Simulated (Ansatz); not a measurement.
Consider the formal hydrolysis of a C–O bond: `FCOC(F)F` + H₂O → `OC(F)F` + `OCF`.

Gas-phase electronic energies from Ansatz, PBE0-D4/def2-TZVP geometries. CCSD(T)/CBS is the MP2 limit (def2-TZVPP, def2-QZVPP) plus CCSD(T) − MP2 in def2-TZVPP, frozen cores. This one scheme is used for every species. DFT in def2-TZVPP. One conformer a species, not always the lowest.

Problem. Is it downhill or uphill in electronic energy at CCSD(T)/CBS, and by how much? (An estimate is asked.)

Solution. Ansatz gave: Downhill: ΔE = -7.5 kJ/mol.

Problem. What do these levels give: B97M-V, r2SCAN0-D4, BHLYP-D4, B2PLYP, revPBE, PBE0, HF/def2-SVP, MP2/def2-SVP, HF/def2-TZVPP, MP2/def2-TZVPP, HF/def2-QZVPP, SCS-MP2/def2-QZVPP? (Best estimate.)

Solution. Ansatz gave: B97M-V -12.4, r2SCAN0-D4 -12.7, BHLYP-D4 -12.6, B2PLYP -14.3, revPBE -20.3, PBE0 -16.7, HF/def2-SVP -22.7, MP2/def2-SVP -18.5, HF/def2-TZVPP -15.6, MP2/def2-TZVPP -9.3, HF/def2-QZVPP -14.8, SCS-MP2/def2-QZVPP -9.2 kJ/mol.

Largest T1 diagnostic among the species: 0.012.

At CCSD(T), def2-SVP lies −10.2 kJ/mol from the extrapolated value and def2-TZVPP −2.0 kJ/mol. In def2-TZVPP, CCSD(T) changes the Hartree–Fock value by +6.1 kJ/mol (the triples alone add +0.8 kJ/mol) and MP2 by +6.2 kJ/mol.
